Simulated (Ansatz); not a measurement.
**H$_{3}$Si–B⁺, doublet in cc-pVTZ: errors against UCCSDT(Q)**

Geometry: that of the H3Si–B, singlet, kept fixed.

```yaml
atoms:
  - { symbol: Si, position_ang: [-0.5122, -0.0044, 0.0004] }
  - { symbol: B, position_ang: [1.6163, 0.0140, -0.0014] }
  - { symbol: H, position_ang: [-1.0336, 1.3929, 0.0029] }
  - { symbol: H, position_ang: [-1.0144, -0.7115, 1.2138] }
  - { symbol: H, position_ang: [-1.0165, -0.7079, -1.2142] }
```

Basis cc-pVTZ; Ansatz 0.2.0. Only valence electrons are correlated (noble-gas cores frozen), which leaves 9 electrons in 100 orbitals. Prefix R: restricted or restricted open-shell reference; prefix U: unrestricted. Active spaces: valence = (9e, 11o) chosen from the atoms' valence shells.

Full CI isn't at hand for all of this; UCCSDT(Q) serves as the reference, and is uncertain by about the last step of the cluster series. The frozen core follows each run's orbitals, which can shift R against U totals by a few meV.

```
UHF ⟨S²⟩                          : 0.760
T1 diagnostic (RCCSD)             : 0.0300
largest doubles amplitude (RCCSD) : 0.076
T1 diagnostic (UCCSD)             : 0.0225
```

```
                 level  E − E(UCCSDT(Q)) (kJ/mol)  share of correlation (%)     wall time
                   RHF                      544.5                      0.00             –
                   UHF                      537.5                      1.29             –
                  RMP2                      126.3                     76.81             –
                  UMP2                      124.9                     77.05             –
                 RCCSD                       20.6                     96.21             –
                 UCCSD                       20.1                     96.31             –
              RCCSD(T)                        4.4                     99.19  7.5 s (H100)
              UCCSD(T)                        4.3                     99.21  8.5 s (H100)
               BCCD(T)                        4.3                     99.22   12 s (H100)
                RCCSDT                        0.8                     99.86             –
                UCCSDT                        0.7                     99.87             –
             RCCSDT(Q)                        0.1                     99.98   27 s (H100)
CASSCF (valence space)                      324.3                     40.44             –
NEVPT2 (valence space)                       92.7                     82.97   89 s (H100)
```

The correlation energy at UCCSDT(Q), counted from RHF, is -5.644 eV. That run took 23 s on 2 threads of AMD EPYC 7R13 with a shared H100 80 GB, shared host.

Times hold each run's SCF and search for its determinant on a shared host, so for small cases they say little of a method's own cost.

Natural occupations of CASSCF (valence space) about the gap: 1.982 1.970 1.970 1.924 0.996 0.039 0.039 0.031 0.018 0.018; effectively unpaired electrons, Σ n²(2−n)², 1.05.
